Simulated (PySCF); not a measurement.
**From computed data to an observable: entropy of an ideal gas**

C2H, SMILES [C]#C (connectivity only; charge and spin as stated), charge +1, multiplicity 1.

Geometry optimised at PBE0-D3(BJ)/def2-TZVPD. The spin state was assumed, not searched. The isomer is the one that the SMILES or the coordinates give; other isomers of the formula were not compared.

PBE0-D3(BJ)/def2-TZVPD run with PySCF gives the harmonic wavenumbers 625, 1392, 3145 cm⁻¹ and the rotational temperatures 92.8068, 1.8482, 1.8121 K. The molar mass is 25.03 g/mol, the symmetry number 1, the spin multiplicity 1.

Question: Work out the entropy at 298.15 K and 1 atm in the rigid-rotor, harmonic-oscillator model.

Answer: 
Translation (Sackur–Tetrode at 1 atm): S = R[1.5 ln M + 2.5 ln T − 1.16487] = 148.9 J/(mol K).
Rotation: q = (√π/σ) T^1.5/√(θA θB θC) = 518, S = R[ln q + 3/2] = 64.4 J/(mol K).
Vibration: with u = 1.4388 ν/T, each mode gives R[u/(e^u − 1) − ln(1 − e^−u)]:
```csv
ν (cm⁻¹),modes,u,S (J/(mol K))
625,1,3.02,1.71
1392,1,6.72,0.08
```
The stiffer modes add less than 0.005 each. Sum 1.8 J/(mol K).
Spin: R ln 1 = 0.0 J/(mol K).
Total 215.1 J/(mol K); the program's own thermochemistry gives 215.1. Translation makes up 69 % and vibration 1 %. Anharmonicity, hindered rotation and orbital degeneracy are left out.
